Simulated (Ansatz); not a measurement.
Reaction (SMILES): B(C#C)(Cl)Cl [dichloro(ethynyl)borane] + 6 [H][H] (H2) → B (BH3) + 2 C (CH4) + 2 Cl (HCl)

Wanted: energy of full hydrogenation (enthalpy at 298 K), in kcal/mol. Terms: 6-31G* and kin with 6d, 5d where marked; dispersion terms only where a functional's name holds one; LANL2DZ with its own core potentials from Na on; spin-orbit terms left out; frozen cores in correlated levels; 6-311+G** with 5d, 6d on Na to Ar in Ansatz (an electronic-structure program); non-relativistic. Basis-set limits of correlation are two-point, X^-3; Hartree-Fock from the larger set. First-principles rows: single points at B3LYP-D3(BJ) geometries (Ansatz), with unscaled harmonic terms from B3LYP/6-31G* (Ansatz) at its own minima.

Coupled cluster (Ansatz) is a level with limits of its own, used here on species with T1 under 0.025 (0.045 for open shells) and stable references: CCSD(T)/CBS(cc-pV(T+d)Z,cc-pV(Q+d)Z).

Value to compare with, CCSD(T)/CBS(cc-pV(T+d)Z,cc-pV(Q+d)Z) (Ansatz): -43.3 kcal/mol.

```json
[
 {"level": "B3LYP/STO-3G", "program": "Ansatz", "energy of full hydrogenation (enthalpy at 298 K) (kcal/mol)": "-45.5", "difference": "-2.2"},
 {"level": "B3LYP/3-21G", "program": "Ansatz", "energy of full hydrogenation (enthalpy at 298 K) (kcal/mol)": "-42.1", "difference": "1.2"},
 {"level": "B3LYP/LANL2DZ", "program": "Ansatz", "energy of full hydrogenation (enthalpy at 298 K) (kcal/mol)": "-51.0", "difference": "-7.7"},
 {"level": "B3LYP/6-31G", "program": "Ansatz", "energy of full hydrogenation (enthalpy at 298 K) (kcal/mol)": "-44.4", "difference": "-1.1"},
 {"level": "B3LYP/6-31G*", "program": "Ansatz", "energy of full hydrogenation (enthalpy at 298 K) (kcal/mol)": "-44.5", "difference": "-1.2"},
 {"level": "B3LYP/6-31+G*", "program": "Ansatz", "energy of full hydrogenation (enthalpy at 298 K) (kcal/mol)": "-46.3", "difference": "-3.0"},
 {"level": "B3LYP/6-31G**", "program": "Ansatz", "energy of full hydrogenation (enthalpy at 298 K) (kcal/mol)": "-46.8", "difference": "-3.5"},
 {"level": "B3LYP/def2-SVP", "program": "Ansatz", "energy of full hydrogenation (enthalpy at 298 K) (kcal/mol)": "-45.5", "difference": "-2.2"},
 {"level": "B3LYP/cc-pVDZ", "program": "Ansatz", "energy of full hydrogenation (enthalpy at 298 K) (kcal/mol)": "-48.8", "difference": "-5.5"},
 {"level": "B3LYP/6-311+G**", "program": "Ansatz", "energy of full hydrogenation (enthalpy at 298 K) (kcal/mol)": "-46.1", "difference": "-2.8"},
 {"level": "B3LYP/def2-TZVPD", "program": "Ansatz", "energy of full hydrogenation (enthalpy at 298 K) (kcal/mol)": "-45.8", "difference": "-2.5"}
]
```

Among the 10 habitual levels, B3LYP/LANL2DZ lies farthest from CCSD(T)/CBS(cc-pV(T+d)Z,cc-pV(Q+d)Z) (Ansatz) (-7.7 kcal/mol); 1 of 10 lie above it, and their mean absolute difference is 3.0 kcal/mol, the median 2.5. One case shows no general order.

The sets are all those run for this method; left out are runs that failed, that the program found above a lower state of the same kind, or whose <S^2> lies over 0.5 above the pure value.
